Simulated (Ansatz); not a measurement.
Two isomers of C4H7NS: A = `C#CC(C)(N)S`, B = `C/C(C=S)=C/N`.

Calculated with Ansatz (gas phase, PBE0-D4/def2-TZVP geometries, no zero-point term in ΔE). CBS: MP2 limit from def2 TZ/QZ plus the TZ coupled-cluster correction, frozen cores. DFT in def2-TZVPP. B3LYP here is the variant with VWN-RPA as its local correlation; programs differ in this. One conformer a species, not always the lowest.

Q: Which is lower in electronic energy at CCSD(T)/CBS, and by how much? (An estimate is asked.)

A: The calculation gave: B, by 26.0 kcal/mol.

Q: Give E(B) − E(A) in kcal/mol with B2PLYP, B3LYP-D4, HF/def2-TZVPP, CCSD(T)/def2-TZVPP, PBE0-D4, CCSD/def2-TZVPP, ωB97M-V. (Estimate.)

A: Computed: B2PLYP -31.0, B3LYP-D4 -34.0, HF/def2-TZVPP -26.0, CCSD(T)/def2-TZVPP -25.9, PBE0-D4 -34.5, CCSD/def2-TZVPP -24.3, ωB97M-V -27.4. None reverses the order clearly.

Largest T1 diagnostic: 0.016.

The D4 term adds +0.8 kcal/mol with B3LYP and +0.4 kcal/mol with PBE0; it sums over pairs of atoms, weighted by their polarisabilities, and B3LYP, whose exchange is more repulsive, gets the larger term. From PBE to PBE0 (25 % exact exchange), in def2-TZVPP and without D4, E(B) − E(A) moves by +2.7 kcal/mol.
